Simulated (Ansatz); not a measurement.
C2H2FNS (`FC1=NCS1`) from Hartree–Fock to CCSD(T)

| atom | x (Å) | y (Å) | z (Å) |
| --- | --- | --- | --- |
| F1 | -2.1261 | 0.5359 | -0.9586 |
| C2 | -0.9823 | 0.2185 | -0.4182 |
| N3 | 0.1399 | 0.7675 | -0.6293 |
| C4 | 0.8391 | -0.1183 | 0.2982 |
| S5 | -0.7006 | -1.0492 | 0.7403 |
| H6 | 1.5728 | -0.7581 | -0.1900 |
| H7 | 1.2574 | 0.4037 | 1.1575 |

Charge 0, multiplicity 1. The structure was optimised at the PBE0-D4/def2-TZVP level. Frozen core, restricted reference, Ansatz 0.2.0. CBS rows extrapolate triple and quadruple zeta; past MP2 they add the triple-zeta difference.

```tsv
basis	HF (Eh)	MP2 corr.	CCSD corr.	(T)	CCSD(T) total
def2-SVP	-627.94907	-0.73433	-0.76170	?	?
def2-TZVPP	-628.37211	-0.93268	-0.95151	?	?
def2-QZVPP	?	-1.00602	–	–	–
CBS(def2)	-628.39634	-1.06035	?	as TZ	?
```

Q: Fill in the withheld values. (Estimate.)

A: The calculation gave: def2-SVP (T): -0.02687; def2-SVP CCSD(T) total: -628.73764; def2-TZVPP (T): -0.04510; def2-TZVPP CCSD(T) total: -629.36872; def2-QZVPP HF (Eh): -628.39340; CBS(def2) CCSD corr.: -1.07919; CBS(def2) CCSD(T) total: -629.52063.
